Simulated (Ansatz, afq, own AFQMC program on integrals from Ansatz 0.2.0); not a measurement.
## BH2O, doublet: a scan with AFQMC

```yaml
atoms:
  - { symbol: B, position_ang: [0.0000, -0.2384, 0.7416] }
  - { symbol: O, position_ang: [0.0000, 0.1607, -0.5303] }
  - { symbol: H, position_ang: [0.0000, 0.5590, 1.6392] }
  - { symbol: H, position_ang: [0.0000, -0.5526, -1.1750] }
```

The B1–O2 distance is changed with both sides rigid. Energies in kcal/mol count from this geometry (1.333 Å) at the same level; the start stands on UHF, each point on the determinant named.

Basis cc-pVDZ. Only valence electrons are correlated. Ansatz 0.2.0 and our own AFQMC program on the same integrals; the CISD trial comes from CCSD amplitudes, and released means the phaseless constraint is let go. Uncertainties: one standard error, sampling alone.

Cautions, each for one point or more: CCSDT(Q) on the ROHF determinant differs, by its state or its frozen core; a spin-contaminated unrestricted determinant lies lower; higher spins were not checked; strong correlation; the ph-AFQMC/CISD walk drifts between its halves; unrestricted determinant spin contaminated.

| r(B1–O2) / Å | det. | T1 | weight | ⟨S²⟩ | CCSD(T) | ph-AFQMC/CISD | released AFQMC | CCSDT(Q) | r2SCAN | wB97M-V |
| --- | --- | --- | --- | --- | --- | --- | --- | --- | --- | --- |
| 1.076 | UHF | 0.013 | 0.92 | 0.75 | 69.6 | 69.3 ± 0.3 | 69.2 ± 0.5* | 69.8 | 66.0 | 65.0 |
| 1.667 | UHF | 0.026 | 0.89 | 0.75 | 28.9 | 28.5 ± 0.4 | 28.3 ± 0.6* | 28.4 | 29.8 | 31.7 |
| 2.110 | UHF | 0.068 | 0.79 | 1.00 | 86.9 | 86.5 ± 0.6 | – | 84.4 | 87.2 | 91.9 |
| 2.885 | ROHF | 0.024 | 0.87 | pure | 122.2 | 121.8 ± 0.5 | 121.7 ± 0.8* | 122.1 | 132.8§ | 130.6 |
| 4.449 | ROHF | 0.012 | 0.88 | pure | 124.7 | 124.9 ± 0.4 | 124.4 ± 0.6* | 124.9 | 142.6§ | 136.0 |

Weight is that of the determinant in the CISD state; at the start T1 is 0.018 and the weight 0.91, and ⟨S²⟩ is 0.75. An asterisk marks released energies that aren't shown to be converged. A dash marks a missing value, a released energy that hasn't settled or a functional that sits on another state. § marks a functional whose ⟨S²⟩ is too high by over 0.1. Largest departures from CCSDT(Q), at the points where its series has closed: CCSD(T) 0.5 kcal/mol at 1.667 (on UHF), ph-AFQMC/CISD -0.4 kcal/mol at 1.076 (on UHF) (within the noise), r2SCAN -3.8 kcal/mol at 1.076, wB97M-V 11.2 kcal/mol at 4.449. Functionals count only at points shown to share the start's state and spin. In this small basis the wave-function levels are far from their limit, so their gap to the functionals isn't the functionals' error.

Some points may be missing: those where a free walk finds a much lower state, and past Zn most of those on another determinant than at the start.

CCSDT and higher add their correlation energy to the determinant of the CCSD(T) run, since their own runs factorise the integrals more tightly (a shift of under 2 meV). A walk keeps the symmetry of its determinant, which the program's search chose and which needn't be the lowest solution, so a lower state of the same spin and another symmetry isn't excluded.
